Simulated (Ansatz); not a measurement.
Ansatz (a first-principles code) input:

Ansatz 0.2 input:
```yaml
crystal:
  periodic: [false, false, false]
  atoms:
    - {symbol: C, position_ang: [0.05100638, -0.58378700, -0.01181402]}
    - {symbol: C, position_ang: [0.04460873, 0.71726049, 0.01788006]}
    - {symbol: H, position_ang: [-0.87346485, -1.16381706, -0.05413951]}
    - {symbol: H, position_ang: [0.97198321, -1.16021184, 0.00382948]}
    - {symbol: H, position_ang: [-0.67220906, 1.52318793, 0.01391380]}
basis:
  gaussian:
    orbitals: def2-TZVP
hamiltonian:
  xc: {name: HF}
magnetization: {spin_polarized: true, initial_magnetization: 1}
relax: {f_tol: 0.003, max_steps: 100}
```

### Question
Which total energy does the run end on?

### Answer
-77.42184 Eh (HF/def2-TZVP). The basis has 80 functions.

It need not be the lowest isomer of its formula.

The determinant is spin-contaminated: <S^2> is 0.97 against 0.75 for a pure state.
